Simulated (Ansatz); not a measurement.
This geometry of C₂H₈FN₃ (14 atoms, charge 0, multiplicity 1) is a first-order saddle point.

All numbers below come from RKS PBE0/6-31G* (Ansatz 0.2.0).

```xyz
14
Properties=species:S:1:pos:R:3
N -0.808 -1.313 0.196
C 0.275 -0.359 0.378
N 1.562 -1.025 0.230
N 0.284 0.697 -0.614
C -0.796 1.663 -0.554
F -1.552 1.520 0.586
H -1.062 -1.751 1.077
H -0.482 -2.048 -0.428
H 0.123 0.118 1.354
H 2.307 -0.336 0.294
H 1.693 -1.695 0.984
H 0.298 0.248 -1.525
H -1.465 1.567 -1.419
H -0.390 2.684 -0.530
```

(1) Which two structures does it join? (They come from a converged band through this point; their orientation in space is the band's.)

(2) How far does it lie above each of them?

Results:

(1) No bond is made or broken. The dihedral H12–N4–C5–F6 goes from -136 to 53°.

Image 0:

```xyz
14
Properties=species:S:1:pos:R:3
N -0.824 -1.266 -0.327
C 0.172 -0.458 0.352
N 1.476 -1.101 0.348
N 0.374 0.827 -0.274
C -0.747 1.693 -0.322
F -0.755 2.543 0.776
H -1.142 -2.026 0.270
H -0.393 -1.688 -1.148
H -0.231 -0.256 1.358
H 2.148 -0.501 0.821
H 1.435 -1.978 0.860
H 0.860 0.726 -1.157
H -1.698 1.145 -0.305
H -0.690 2.311 -1.224
```

Image 10:

```xyz
14
Properties=species:S:1:pos:R:3
N -0.882 -1.203 -0.042
C 0.188 -0.390 0.492
N 1.480 -1.067 0.455
N 0.395 0.840 -0.241
C -0.725 1.652 -0.522
F -1.519 1.182 -1.565
H -1.024 -2.028 0.535
H -0.629 -1.518 -0.976
H -0.130 -0.111 1.512
H 2.181 -0.484 0.908
H 1.427 -1.934 0.982
H 0.962 0.659 -1.064
H -0.385 2.650 -0.820
H -1.351 1.722 0.373
```

(2) 32.0 kJ/mol above the first and 36.3 kJ/mol above the second. This is the barrier of this one path; another mechanism may lie lower.

Time of the run: 7.5 min on 2 threads of Arm Neoverse N1, with other jobs on the host, peak memory 0.26 GiB.
